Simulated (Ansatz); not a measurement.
**[H···H···Br], doublet along the distance H1-H2**

Starting geometry:

```xyz
3

H     0.0000    0.0000   -1.2080
H     0.0000    0.0000   -0.4630
Br    0.0000    0.0000    1.6710
```

From there H2 is moved from one fragment to the other while all else, the fragments' distance too, stays fixed, so the hump isn't the reaction's barrier; atoms are numbered as listed. Energies are in kcal/mol, counted from the starting geometry at the same level. Kohn–Sham curves are unrestricted where that lies lower.

Basis cc-pVDZ; Ansatz 0.2.0. Correlated methods freeze the noble-gas cores and the filled d shells of p-block atoms. No spin–orbit coupling is included, and no scalar relativity.

In so small a basis the reference is far from its limit while semilocal and hybrid functionals are nearer theirs (RPA and double hybrids share much of the reference's basis error), so the functionals' errors here hold much of the reference's basis and frozen-core error, which can add to them or hide them.

Full CI is exact within this basis and frozen core; it isn't the basis-set limit.

```
distance H1-H2 (Å)  full CI   PBE  r2SCAN  PBE0  B3LYP  wB97X-V  wB97M-V  B2PLYP  RPA-PBE
             0.693      1.7   3.0     2.4   2.4    2.3      2.1      2.0     1.9      1.5
             0.745      0.0   0.0     0.0   0.0    0.0      0.0      0.0     0.0      0.0
             0.831      2.0  -0.5     0.4   0.6    0.7      1.3      1.4     1.5      2.3
             0.918      7.2   2.1     3.6   4.2    4.4      5.8      5.9     6.1      7.9
             1.004     13.0   5.5     7.4   8.4    8.9     11.2     11.2    11.2     14.1
             1.090     17.4   8.3    10.1  11.6   12.4     15.4     15.3    15.1     19.1
             1.176     19.1   9.6    11.0  12.8   14.3     17.2     17.1    16.6     21.7
             1.263     18.1   9.6    10.5  12.2   14.4     16.6     16.7    15.9     21.7
             1.349     16.1   9.2     9.6  10.9   13.8     14.9     15.2    14.4     20.4
```
